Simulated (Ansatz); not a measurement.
## Scan of the C1–Si2–H6 angle

CH₅Si (SMILES [CH2-][SiH3]) (charge -1), closed shell, at its PBE0-D4/def2-TZVPD minimum:

```json
{"atom": "C1", "x (Å)": "-0.1167", "y (Å)": "-1.1044", "z (Å)": "0.3647"}
{"atom": "Si2", "x (Å)": "0.1030", "y (Å)": "0.5978", "z (Å)": "-0.0928"}
{"atom": "H3", "x (Å)": "-1.1370", "y (Å)": "-1.4661", "z (Å)": "0.5151"}
{"atom": "H4", "x (Å)": "0.5219", "y (Å)": "-1.8498", "z (Å)": "-0.1159"}
{"atom": "H5", "x (Å)": "-0.2725", "y (Å)": "1.2220", "z (Å)": "-1.4596"}
{"atom": "H6", "x (Å)": "-0.6484", "y (Å)": "1.5546", "z (Å)": "0.8123"}
{"atom": "H7", "x (Å)": "1.5499", "y (Å)": "1.0461", "z (Å)": "-0.0238"}
```

The angle C1–Si2–H6 (112.9° at the minimum) is set to the values below, C1, with anything bonded beyond it, turning rigidly in the plane of the angle. Each method's energies count from its own value at the PBE0-D4 minimum structure. Computed with Ansatz 0.2.0 (basis: def2-TZVPPD); correlated methods freeze the cores. B3LYP uses VWN-RPA correlation.

```json
{"angle (°)": "82.9", "CCSD(T) (kJ/mol)": "82.7", "r2SCAN-D4 (kJ/mol)": "81.0", "HF (kJ/mol)": "99.4"}
{"angle (°)": "90.4", "CCSD(T) (kJ/mol)": "?", "r2SCAN-D4 (kJ/mol)": "44.7", "HF (kJ/mol)": "55.2"}
{"angle (°)": "97.9", "CCSD(T) (kJ/mol)": "19.9", "r2SCAN-D4 (kJ/mol)": "19.5", "HF (kJ/mol)": "24.6"}
{"angle (°)": "105.4", "CCSD(T) (kJ/mol)": "4.9", "r2SCAN-D4 (kJ/mol)": "4.8", "HF (kJ/mol)": "6.4"}
{"angle (°)": "112.9", "CCSD(T) (kJ/mol)": "0.0", "r2SCAN-D4 (kJ/mol)": "0.0", "HF (kJ/mol)": "0.0"}
{"angle (°)": "120.4", "CCSD(T) (kJ/mol)": "?", "r2SCAN-D4 (kJ/mol)": "4.8", "HF (kJ/mol)": "4.8"}
{"angle (°)": "127.9", "CCSD(T) (kJ/mol)": "19.1", "r2SCAN-D4 (kJ/mol)": "19.0", "HF (kJ/mol)": "20.5"}
{"angle (°)": "135.4", "CCSD(T) (kJ/mol)": "?", "r2SCAN-D4 (kJ/mol)": "42.5", "HF (kJ/mol)": "47.0"}
{"angle (°)": "142.9", "CCSD(T) (kJ/mol)": "75.8", "r2SCAN-D4 (kJ/mol)": "75.1", "HF (kJ/mol)": "84.3"}
```

Question: Fill in the withheld CCSD(T) values. (To be estimated.)

Answer: The calculation gives: 45.6 kJ/mol at 90.4°; 4.8 kJ/mol at 120.4°; 42.8 kJ/mol at 135.4°. These count from the CCSD(T) energy at the PBE0-D4 minimum.

Largest difference from the CCSD(T) curve over the scan: PBE-D4 6.9; PBE0-D4 1.6; B3LYP-D4 0.6; wB97M-V 1.9 kJ/mol. Each curve counts from its own value at the minimum.

No T1 diagnostic of these runs exceeds 0.014.

For scale, one of the runs: CCSD(T)/def2-TZVPPD, 170 basis functions (an equivalent command: `ansatz run in.yaml --threads 2`). Hardware: 2 CPU threads, shared host. Wall time 16 s; peak host memory 1.3 GiB.
